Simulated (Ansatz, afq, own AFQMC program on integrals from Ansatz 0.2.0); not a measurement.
AFQMC on a folder of integrals that Ansatz 0.2.0 wrote.

```yaml
crystal:
  periodic: [false, false, false]
  atoms:
    - {symbol: B, position_ang: [0.000000, 0.000000, 0.675628]}
    - {symbol: B, position_ang: [0.000000, 0.000000, -0.909454]}
    - {symbol: H, position_ang: [0.000000, 1.047868, 1.253990]}
    - {symbol: H, position_ang: [0.000000, -1.047868, 1.253990]}
basis:
  gaussian: {orbitals: cc-pVDZ}
magnetization: {spin_polarized: true, initial_magnetization: 2}
correlation: {method: ccsd_t, electrons: outside_noble_gas, hamiltonian_folder: ham}
```

```sh
$ ansatz run in.yaml --threads 1 --pin off --events-out ev --progress --plain --max-ram 24576MiB --backend cuda --devices 0, --max-vram 18GiB
```

afq runs on the folder ham with

```
--method phaseless --trial cisd --walkers 4000 --populations 20 --least-time 60 --time-step 0.005 --steps-per-block 50 --equilibration-blocks 28 --max-blocks 4000 --target-error 0.00017 --factor-cut 1e-05 --start spin_pure --seed 6959 --release-times 0.24,0.51,0.99,1.62,2.4 --release-step 0.03 --release-every 3 --taylor-order 6
```

Times are imaginary, in 1/Eh. The walk had a cap of 122 s. With eight or more populations the least sampling time is a fifth of least-time, and the error comes from their spread.

afq prints:

```
orbitals 36  electrons 5 3  factors 282 of 350
reference energy -50.39085870 Eh
CCSD correlation -0.15249682 Eh in 12 cycles, weight of the determinant in the CISD state 0.8963
energy of the start -50.543328 Eh
 block  time / (1/Eh)  mean weight  energy / Eh
     1     0.250  1.0001  -50.542198
     2     0.500  0.9999  -50.542946
     3     0.750  1.0002  -50.544033
     4     1.000  0.9999  -50.545076
     5     1.250  1.0002  -50.545899
    12     3.000  0.9999  -50.547857
    19     4.750  1.0000  -50.548935
    26     6.500  0.9999  -50.548601
    29     7.250  1.0002  -50.548267
    33     8.250  1.0000  -50.548799
    40    10.000  1.0002  -50.549390
    47    11.750  1.0002  -50.549222
    54    13.500  1.0002  -50.548617
    61    15.250  0.9999  -50.548677
    68    17.000  0.9999  -50.549092
    73    18.250  0.9998  -50.549446
    75    18.750  0.9999  -50.549109
    78    19.500  1.0001  -50.548795
error from the spread of 20 populations
released: time / (1/Eh)  energy / Eh  error  mean overlap
  0.24  -50.549091  0.000086  0.9998
  0.51  -50.549178  0.000059  0.9977
  0.99  -50.549345  0.000058  0.9920
  1.62  -50.549462  0.000058  0.9845
  2.40  -50.549301  0.000062  0.9870
energy -50.548874 +/- 0.000081 Eh
(rows thinned)
```

The run passed its tests (sampling time, drift between the halves within three errors, error under three times the target), which doesn't prove that it has relaxed.

Against this walk (error 2.2 meV) on the same determinant: CCSD(T) 27.4 meV higher, CCSDT(Q) 13.1 meV lower. The error is statistical and leaves out the bias of the constraint. Released to 2.40 1/Eh the energy lies 12 ± 3 meV (both errors) below the phaseless value, which shows part or all of the bias of the constraint, and CCSDT(Q) lies 1.5 meV below the released value.

Cautions: constraint bias not in the error.

The walk took 32 s on 1 × NVIDIA H100 80GB HBM3 with 2 threads of AMD EPYC 7R13 Processor (Zen 3), on a shared host (the card was shared). The log's last line is the phaseless energy.

CCSDT and higher add their correlation energy to the determinant of the CCSD(T) run, since their own runs factorise the integrals more tightly (a shift of under 2 meV). A walk keeps the symmetry of its determinant, which the program's search chose and which needn't be the lowest solution, so a lower state of the same spin and another symmetry isn't excluded.
